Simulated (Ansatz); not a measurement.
Reaction (substitution at a C–C bond): `FC(F)C(Cl)Cl` + CH₃OH → `COC(F)F` + `ClCCl`

Isolated molecules relaxed with PBE0-D4/def2-TZVP in Ansatz; ΔE leaves out vibrations. CBS: MP2 limit from def2 TZ/QZ plus the TZ coupled-cluster correction, frozen cores. This one scheme is used for every species. Functionals use def2-TZVPP. B3LYP here is the variant with VWN-RPA as its local correlation; programs differ in this. HSE06 is defined as in plane-wave codes. Each species was taken in one conformer, which may not be the lowest.

```
             level  ΔE (kcal/mol)  difference from CCSD(T)/CBS
       LDA (SPW92)           -5.4                         -1.7
            PBE-D4           -5.0                         -1.3
         revPBE-D4           -4.6                         -0.9
         r2SCAN-D4           -5.6                         -1.9
            B97M-V           -5.4                         -1.7
           PBE0-D4           -5.2                         -1.5
          B3LYP-D4           -5.5                         -1.8
        r2SCANh-D4           -5.7                         -2.0
        r2SCAN0-D4           -5.8                         -2.1
          HSE06-D4           -5.3                         -1.6
          BHLYP-D4           -6.0                         -2.3
      CAM-B3LYP-D4           -5.9                         -2.2
           ωB97X-V           -5.4                         -1.7
           ωB97M-V           -4.8                         -1.1
            B2PLYP           -5.7                         -2.0
          PBE-QIDH           -5.2                         -1.5
               PBE           -5.7                         -2.0
            revPBE           -6.0                         -2.3
              BLYP           -6.7                         -3.0
            r2SCAN           -5.8                         -2.1
              PBE0           -5.8                         -2.1
             B3LYP           -6.6                         -2.9
           r2SCAN0           -6.0                         -2.3
             HSE06           -5.8                         -2.1
             BHLYP           -7.0                         -3.3
         CAM-B3LYP           -6.6                         -2.9
           LC-ωPBE           -5.6                         -1.9
RPA@PBE/def2-TZVPP           -4.2                         -0.5
       HF/def2-SVP           -9.6                         -5.9
      MP2/def2-SVP           -4.7                         -1.0
  CCSD(T)/def2-SVP           -5.3                         -1.6
    MP2/def2-TZVPP           -3.7                          0.0
   CCSD/def2-TZVPP           -5.0                         -1.3
CCSD(T)/def2-TZVPP           -4.6                         -0.9
     HF/def2-QZVPP           -8.7                         -5.0
    MP2/def2-QZVPP           -3.2                          0.5
SCS-MP2/def2-QZVPP           -3.9                         -0.2
      HF/CBS(def2)           -8.7                         -5.0
     MP2/CBS(def2)           -2.8                          0.9
    CCSD/CBS(def2)           -4.1                         -0.4
       CCSD(T)/CBS           -3.7                            0
```

(1) What do rigid-rotor, harmonic-oscillator terms from PBE0-D4/def2-TZVP frequencies (298.15 K, 1 bar) make of the CCSD(T)/CBS value? (Estimate.)

Largest T1 diagnostic among the species: 0.011.

Results:

(1) Ansatz gave: ΔZPE = +0.7 kcal/mol, ΔH = -3.4 kcal/mol, ΔS = 0 J/(mol·K), ΔG = -3.4 kcal/mol.

In def2-TZVPP, CCSD(T) changes the Hartree–Fock value by +4.0 kcal/mol (the triples alone add +0.4 kcal/mol) and MP2 by +4.9 kcal/mol. The D4 term adds +1.2 kcal/mol with B3LYP and +0.6 kcal/mol with PBE0; it sums over pairs of atoms, weighted by their polarisabilities, and B3LYP, whose exchange is more repulsive, gets the larger term. At CCSD(T), def2-SVP lies −1.7 kcal/mol from the extrapolated value and def2-TZVPP −0.9 kcal/mol.
